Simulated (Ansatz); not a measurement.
Task: Name a neutral molecule of C, F, N, O and H with LUMO energy (B3LYP/def2-TZVPP) between 0.55 and 0.85 eV and HOMO energy (PBE/def2-TZVPP) between -5.95 and -5.65 eV (Ansatz, PBE0-D4/def2-TZVP geometry).

Result: `CN1COC1F` (0.83 eV, -5.75 eV). Other molecules can fit too; these were computed, each in one conformer that needn't be the lowest.

B3LYP here is the variant with VWN-RPA as its local correlation; programs differ in this.
